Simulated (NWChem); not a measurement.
Program: NWChem. System: formic acid (CH₂O₂), charge 0, spin multiplicity 1, at a geometry optimised with PBE0/def2-SVP. Level: G0W0@HF/def2-TZVPD, RI basis def2-tzvpd-rifit.

Job file:

```
start mol
memory heap 200 mb stack 700 mb global 1700 mb
geometry units angstroms nocenter noautoz
  O      0.744122     0.827576     0.000000
  C      0.177284    -0.377620     0.000000
  O     -1.000647    -0.584248     0.000000
  H      0.024469     1.480561     0.000000
  H      0.964025    -1.161465     0.000000
  symmetry group Cs
end
basis spherical
  * library def2-tzvpd
end
basis "ri basis" bse spherical
  * library def2-tzvpd-rifit
end
dft
  xc hfexch
  iterations 100
  direct
  tolerances tight
end
task dft energy
gw
  states alpha occ 4 vir 2
end
task dft gw
```

Part of the output:

```
             Northwest Computational Chemistry Package (NWChem) 7.3.0
             --------------------------------------------------------

                                NWChem Input Module
                                -------------------

 Scaling coordinates for geometry "geometry" by  1.889725989
 (inverse scale =  0.529177249)

 Turning off AUTOSYM since
 SYMMETRY directive was detected!

                             Geometry "geometry" -> ""
                             -------------------------

 Output coordinates in angstroms (scale by  1.889725989 to convert to a.u.)

  No.       Tag          Charge          X              Y              Z
 ---- ---------------- ---------- -------------- -------------- --------------
    1 O                    8.0000     0.74412200     0.82757600     0.00000000
    2 C                    6.0000     0.17728400    -0.37762000     0.00000000
    3 O                    8.0000    -1.00064700    -0.58424800     0.00000000
    4 H                    1.0000     0.02446900     1.48056100     0.00000000
    5 H                    1.0000     0.96402500    -1.16146500     0.00000000

 Effective nuclear repulsion energy (a.u.)      70.5269706105

            Nuclear Dipole moment (a.u.)
            ----------------------------
        X                 Y               Z
 ---------------- ---------------- ----------------
    -0.0000037795     0.0000000000     0.0000000000

      Symmetry information
      --------------------

 Group name             Cs
 Group number              2
 Group order               2
 No. of unique centers     5

      Symmetry unique atoms

     1    2    3    4    5


 Summary of "ao basis" -> "" (spherical)
 ------------------------------------------------------------------------------
       Tag                 Description            Shells   Functions and Types
 ---------------- ------------------------------  ------  ---------------------
 *                         def2-tzvpd                 on all atoms

 new library libraries.bse/

 Summary of "ri basis" -> "" (spherical)
 ------------------------------------------------------------------------------
       Tag                 Description            Shells   Functions and Types
 ---------------- ------------------------------  ------  ---------------------
 *                      def2-tzvpd-rifit              on all atoms

  xc_inp: hfexch multiplicative factor not found.

                                 NWChem DFT Module
                                 -----------------

 Summary of "ao basis" -> "ao basis" (spherical)
 ------------------------------------------------------------------------------
       Tag                 Description            Shells   Functions and Types
 ---------------- ------------------------------  ------  ---------------------
 O                         def2-tzvpd               14       40   6s4p3d1f
 C                         def2-tzvpd               13       37   6s3p3d1f
 H                         def2-tzvpd                5        9   3s2p

 Summary of "ao basis" -> "ao basis" (spherical)
 ------------------------------------------------------------------------------
       Tag                 Description            Shells   Functions and Types
 ---------------- ------------------------------  ------  ---------------------
 O                         def2-tzvpd               14       40   6s4p3d1f
 C                         def2-tzvpd               13       37   6s3p3d1f
 H                         def2-tzvpd                5        9   3s2p
[...]
    85      0.406176  3 O  py                88      0.365997  3 O  py
    91      0.257331  3 O  py               128      0.149121  5 H  s
     8      0.126565  1 O  py                11      0.118234  1 O  py
     7      0.111837  1 O  px                10      0.107041  1 O  px
   127      0.090294  5 H  s                 84     -0.084613  3 O  px

 Vector   13  Occ=0.000000D+00  E= 5.657506D-02  Symmetry=a'
              MO Center=  1.3D-01,  1.2D+00, -1.8D-14, r^2= 1.2D+01
   Bfn.  Coefficient  Atom+Function         Bfn.  Coefficient  Atom+Function
  ----- ------------  ---------------      ----- ------------  ---------------
    46      7.824758  2 C  s                  6     -5.970813  1 O  s
    83     -5.824010  3 O  s                129      3.012195  5 H  s
    53     -1.924234  2 C  px                17      1.900930  1 O  py
   120      1.715783  4 H  s                 54      1.413571  2 C  py
    93     -1.137705  3 O  px                82     -1.115378  3 O  s

 Vector   14  Occ=0.000000D+00  E= 8.405276D-02  Symmetry=a'
              MO Center=  7.7D-01, -6.5D-01, -4.7D-14, r^2= 1.1D+01
   Bfn.  Coefficient  Atom+Function         Bfn.  Coefficient  Atom+Function
  ----- ------------  ---------------      ----- ------------  ---------------
   129      5.700241  5 H  s                 45     -4.297862  2 C  s
    46     -2.879266  2 C  s                 83      2.035072  3 O  s
    54      1.489448  2 C  py               120     -1.393259  4 H  s
     6      1.111121  1 O  s                 66      1.025171  2 C  d -2
   134      0.896747  5 H  py                17      0.872250  1 O  py

 Vector   15  Occ=0.000000D+00  E= 9.765118D-02  Symmetry=a'
              MO Center= -7.7D-02,  2.7D-01,  1.7D-15, r^2= 1.6D+01
   Bfn.  Coefficient  Atom+Function         Bfn.  Coefficient  Atom+Function
  ----- ------------  ---------------      ----- ------------  ---------------
    83      6.428604  3 O  s                  6     -3.060584  1 O  s
    53      2.185315  2 C  px                46     -2.155887  2 C  s
   129     -2.066998  5 H  s                 16      2.043041  1 O  px
    93      2.051654  3 O  px                82      1.331777  3 O  s
    70     -1.153243  2 C  d  2              94      0.912668  3 O  py

 center of mass
 --------------
 x =  -0.04023230 y =  -0.01305553 z =   0.00000000

 moments of inertia (a.u.)
 ------------------
          77.464090716405         -61.775612839638           0.000000000000
         -61.775612839638          93.439750901800           0.000000000000
           0.000000000000           0.000000000000         170.903841618205

     Multipole analysis of the density
     ---------------------------------

     L   x y z        total         alpha         beta         nuclear
     -   - - -        -----         -----         ----         -------
     0   0 0 0      0.000000    -12.000000    -12.000000     24.000000

     1   1 0 0      0.598742      0.299373      0.299373     -0.000004
     1   0 1 0      0.341947      0.170974      0.170974      0.000000
     1   0 0 1     -0.000000     -0.000000     -0.000000      0.000000

     2   2 0 0    -15.336498    -31.877595    -31.877595     48.418691
     2   1 1 0     -2.998006    -15.994701    -15.994701     28.991396
     2   1 0 1     -0.000000     -0.000000     -0.000000      0.000000
     2   0 2 0    -10.746267    -27.882382    -27.882382     45.018498
     2   0 1 1     -0.000000     -0.000000     -0.000000      0.000000
     2   0 0 2    -12.640846     -6.320423     -6.320423      0.000000

 Task  times  cpu:       21.4s     wall:       21.4s

                                NWChem Input Module
                                -------------------

                                 NWChem GW Module
                                 ----------------

                             ***********************
                             ***        GW       ***
                             ***********************

 Summary of "ri basis" -> "ri basis" (spherical)
 ------------------------------------------------------------------------------
       Tag                 Description            Shells   Functions and Types
 ---------------- ------------------------------  ------  ---------------------
 O                      def2-tzvpd-rifit            26       92   9s7p5d4f1g
 C                      def2-tzvpd-rifit            26       92   9s7p5d4f1g
 H                      def2-tzvpd-rifit            10       24   5s3p2d

                 Memory Information
                 ------------------
          Available GA per process is          1699.9 MBs
          Available stack per process is        700.0 MBs
          Available heap per process is         199.9 MBs

          Peak memory in Initialization
              Peak GA per process is                  5.7 MBs
              Peak stack per process is               0.2 MBs
              Peak heap per process is                5.9 MBs
              Memory not in MA per process            0.0 MBs

          Peak memory in AFF Calculation
              Peak GA per process is                 24.9 MBs
              Peak stack per process is              16.6 MBs
              Peak heap per process is                0.0 MBs
              Memory not in MA per process           16.6 MBs

          Computing 2-center integrals
          Computing Inverse Cholesky factor
          Computing 3-center integrals
          Computing V_xc ...
          Computing Sigma_x
          Computing RPA polarizability
          Solving quasiparticle equations

                  Alpha Orbitals
          State     Energy (eV)     Error (eV)
          -----------------------------------
@GW         9        -16.458           0.002
@GW        10        -15.451           0.002
@GW        11        -12.955           0.004
@GW        12        -11.901           0.002
@GW        13          1.341           0.004
@GW        14          2.042           0.005

   Applying   1.0064 eV scissor-shift to rest of particle states

   Applying  -0.1989 eV scissor-shift to rest of hole states

     GW Timing Statistics
   ------------------------
   Init.   :          0.1s
     ERIs  :          1.2s
     Distr.:          0.0s
     Vxc   :          2.7s
   Sigma_x :          0.0s
   RPA     :          0.8s
   Wmn     :          0.0s
   Sigma_c :          0.0s
   GW total:          4.8s

 Task  times  cpu:        4.8s     wall:        4.8s

 Total times  cpu:       26.3s     wall:       26.3s
```
